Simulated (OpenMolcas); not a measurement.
**One shape, several levels: HNO (nitroxyl)**

Aim: a comparison of 6 runs (B3LYP/6-31G*, B2PLYP/def2-TZVPPD, BLYP/def2-TZVPPD, M06-L/def2-TZVPPD, PBE/def2-TZVPPD, SVWN5/def2-TZVPPD) of HNO (nitroxyl). 

Program for the calculation: OpenMolcas 26.06.

**1. Starting point**

HNO has 3 atoms, charge 0, and is taken as a singlet. As SMILES, `N=O`. The N1–H3 distance was set to 1.382 Å, away from the relaxed value.

Bond lengths: N1–O2 1.190 Å. A long bond or contact: N1–H3 1.382 Å.

**2. The energy at B3LYP/6-31G(d) (Cartesian functions) (run 1)**

Contents of mol.input:

```
&GATEWAY
  BasLib=$CurrDir
  Coord
  3
  angstrom
  N       -0.227324       0.619652      -0.050496
  O        0.811676       0.704062       0.523164
  H       -0.471600      -0.709980      -0.339350
  Basis=6-31Gs
  Group=NoSym

&SEWARD
  GridInput
  Grid=UltraFine
  End of Grid

&SCF
  KSDFT=B3LYP
  Thresholds=1e-10 1e-07 1e-07 1e-05
  PrOrbitals=1 1
```

The basis set 6-31G* is read from a file made from the Basis Set Exchange's data (not shown).

Run with:

```console
$ export MOLCAS_MEM=1860
$ pymolcas mol.input > mol.log
```

What it wrote:

```text
--- Start Module: gateway ---
[...]
--- Stop Module: gateway /rc=_RC_ALL_IS_WELL_ ---
--- Start Module: seward ---
[...]
      Basis functions           32
--- Stop Module: seward /rc=_RC_ALL_IS_WELL_ ---
[...]
--- Start Module: scf ---
[...]
       Convergence after  13 Iterations
[...]
::    Total KS-DFT energy                            -130.4449952990
[...]
      Total spin, S                                     0.0000000000
[...]
      Total electronic charge=   16.000000
      Total            charge=   -0.000000
[...]
      Dipole Moment (debye):
      Origin of the operator (angstrom)=    0.3007    0.6200    0.2360
                   X= -2.1701E-01               Y= -6.2408E-01               Z= -1.9111E-01           Total=  6.8782E-01
      Quadrupole Moment (debye*angstrom):
[...]
--- Stop Module: scf /rc=_RC_ALL_IS_WELL_ ---
[...]
```

It took 7.2 s on 1 thread of Arm Neoverse N1, shared host; peak memory 0.37 GiB.

**3. A single-point energy at B2PLYP/def2-TZVPPD (run 2)**

Contents of struct.xyz:

```xyz
3

N     -0.227324     0.619652    -0.050496
O      0.811676     0.704062     0.523164
H     -0.471600    -0.709980    -0.339350
```

Contents of test.input:

```
>>> EXPORT MOLCAS_PRINT=2
&gateway
baslib=$CurrDir
coord=struct.xyz
basis=def2-TZVPPD
group=NoSym
&seward
gridinput
Grid=UltraFine
End of Grid
&scf
ksdft=B2PLYP_SCF
thresholds=1e-10 1e-07 1e-07 1e-05
prorbitals=1 2
&mbpt2
frozen=2
```

The basis set def2-TZVPPD is read from a file made from the Basis Set Exchange's data (not shown).

Run with:

```console
$ export MOLCAS_MEM=1860
$ pymolcas test.input > test.log
```

What it wrote:

```text
--- Start Module: gateway ---
[...]
--- Stop Module: gateway /rc=_RC_ALL_IS_WELL_ ---
[...]
      Basis functions           94
[...]
--- Start Module: scf ---
[...]
       Convergence after  15 Iterations
[...]
::    Total KS-DFT energy                            -130.2663820518
[...]
      Total spin, S                                     0.0000000000
[...]
      Total electronic charge=   16.000000
      Total            charge=   -0.000000
[...]
      Dipole Moment (debye):
      Origin of the operator (angstrom)=    0.3007    0.6200    0.2360
                   X= -3.9831E-01               Y= -8.6307E-01               Z= -3.1758E-01           Total=  1.0022E+00
      Quadrupole Moment (debye*angstrom):
[...]
--- Stop Module: scf /rc=_RC_ALL_IS_WELL_ ---
[...]
--- Start Module: mbpt2 ---
[...]
 ###    WARNING: MP2 implementation intended for RHF references only         ###
 ###############################################################################
MBPT2 WARNING: Reference function according to RunFile:KS-DFT
I'll assume you know what you're doing and continue
WARNING!
Default frozen orbitals as non valence orbitals is overwritten by user input.
Default values:   2
[...]
       Reference weight ( Cref**2 )         =        0.81124
::    Total MBPT2 energy                             -130.8270598723
[...]
      Total MBPT2 calculations                           0.35      0.39
--- Stop Module: mbpt2 /rc=_RC_ALL_IS_WELL_ ---
[...]
```

Wall time 30 s (1 thread of Arm Neoverse N1, shared host); peak memory 0.52 GiB.

**4. The energy at BLYP/def2-TZVPPD (run 3)**

Contents of calc.inp:

```
>>> EXPORT MOLCAS_PRINT=2
&GATEWAY
BasLib
$CurrDir
BasisSet
N.def2-TZVPPD....
N1 -0.227324 0.619652 -0.050496 angstrom
End of Basis
BasisSet
O.def2-TZVPPD....
O2 0.811676 0.704062 0.523164 angstrom
End of Basis
BasisSet
H.def2-TZVPPD....
H3 -0.471600 -0.709980 -0.339350 angstrom
End of Basis
&SEWARD
GridInput
Grid=UltraFine
End of Grid
&SCF
KSDFT
BLYP
Thresholds
1e-10 1e-07 1e-07 1e-05
PrOrbitals
1 1
```

The basis set def2-TZVPPD is read from a file made from the Basis Set Exchange's data (not shown).

Run with:

```console
$ export MOLCAS_MEM=1860
$ pymolcas calc.inp > calc.log
```

What it wrote:

```text
--- Start Module: gateway ---
[...]
--- Stop Module: gateway /rc=_RC_ALL_IS_WELL_ ---
--- Start Module: seward ---
[...]
      Basis functions           94
--- Stop Module: seward /rc=_RC_ALL_IS_WELL_ ---
[...]
--- Start Module: scf ---
[...]
       Convergence after  13 Iterations
[...]
::    Total KS-DFT energy                            -130.5008328833
[...]
      Total spin, S                                     0.0000000000
[...]
      Total electronic charge=   16.000000
      Total            charge=   -0.000000
[...]
      Dipole Moment (debye):
      Origin of the operator (angstrom)=    0.3007    0.6200    0.2360
                   X= -1.2752E-01               Y= -4.9945E-01               Z= -1.2791E-01           Total=  5.3111E-01
      Quadrupole Moment (debye*angstrom):
[...]
--- Stop Module: scf /rc=_RC_ALL_IS_WELL_ ---
[...]
```

Run time: 26 s. Hardware: 1 thread of Arm Neoverse N1, shared host; peak memory 0.52 GiB.

Runs 4 to 5 aren't shown in full; the table further down has their settings and results.

**5. The energy at SVWN5/def2-TZVPPD (run 6)**

Contents of calc.inp:

```
* HNO Kohn-Sham DFT

&GATEWAY
 BasLib = $CurrDir
 Coord
 3
 bohr
 N     -0.42958010     1.17097257    -0.09542361
 O      1.53384534     1.33048435     0.98863668
 H     -0.89119484    -1.34166775    -0.64127856
 Basis = def2-TZVPPD
 Group = NoSym

&SEWARD
 GridInput
 Grid=UltraFine
 End of Grid

&SCF
 KSDFT = SVWN5
 Thresholds = 1e-10 1e-07 1e-07 1e-05
 PrOrbitals = 1 1
```

The basis set def2-TZVPPD is read from a file made from the Basis Set Exchange's data (not shown).

Run with:

```console
$ export MOLCAS_MEM=1860
$ pymolcas calc.inp > calc.log
```

What it wrote:

```text
--- Start Module: gateway ---
[...]
--- Stop Module: gateway /rc=_RC_ALL_IS_WELL_ ---
--- Start Module: seward ---
[...]
      Basis functions           94
--- Stop Module: seward /rc=_RC_ALL_IS_WELL_ ---
[...]
--- Start Module: scf ---
[...]
       Convergence after  14 Iterations
[...]
::    Total KS-DFT energy                            -129.5331753939
[...]
      Total spin, S                                     0.0000000000
[...]
      Total electronic charge=   16.000000
      Total            charge=   -0.000000
[...]
      Dipole Moment (debye):
      Origin of the operator (angstrom)=    0.3007    0.6200    0.2360
                   X= -1.6109E-01               Y= -6.4377E-01               Z= -1.6309E-01           Total=  6.8337E-01
      Quadrupole Moment (debye*angstrom):
[...]
--- Stop Module: scf /rc=_RC_ALL_IS_WELL_ ---
[...]
```

Wall time 21 s (1 thread of Arm Neoverse N1, shared host); peak memory 0.52 GiB.

**6. All runs side by side**

| run | level | Cartesian functions | frozen core orbitals | energy (Eh) | dipole moment (D) | HOMO energy (eV) | LUMO energy (eV) | wall time |
| --- | --- | --- | --- | --- | --- | --- | --- | --- |
| 1 | B3LYP/6-31G* (Cartesian functions) | yes | – | -130.444995 | 0.69 | -6.81 | -3.08 | 7.2 s |
| 2 | B2PLYP/def2-TZVPPD | no | 2 | -130.417765 | 1.00 | -8.66 | -1.14 | 30 s |
| 3 | BLYP/def2-TZVPPD | no | – | -130.500833 | 0.53 | -5.80 | -4.43 | 26 s |
| 4 | M06-L/def2-TZVPPD | no | – | -130.488132 | 0.52 | -5.92 | -4.05 | 39 s |
| 5 | PBE/def2-TZVPPD | no | – | -130.378792 | 0.54 | -5.81 | -4.50 | 26 s |
| 6 | SVWN5/def2-TZVPPD | no | – | -129.533175 | 0.68 | -5.86 | -4.74 | 21 s |

**7. Outcome**

```
            quantity          value
 run 6: total energy  -129.53318 Eh
run 6: dipole moment         0.68 D
  run 6: HOMO energy       -5.86 eV
  run 6: LUMO energy       -4.74 eV
run 6: HOMO–LUMO gap        1.12 eV
```

The dipole moment (its size) runs from 0.52 D (M06-L/def2-TZVPPD) to 1.00 D (B2PLYP/def2-TZVPPD). A double hybrid's value is that of its SCF part. The HOMO–LUMO gap runs from 1.12 eV (SVWN5/def2-TZVPPD) to 7.52 eV (B2PLYP/def2-TZVPPD). For B2PLYP the log adds the whole second-order term; the table takes 0.27 of it, as the functional is defined. Totals of different functionals can't be ranked against each other. All runs together took 2.5 min, the longest 39 s.
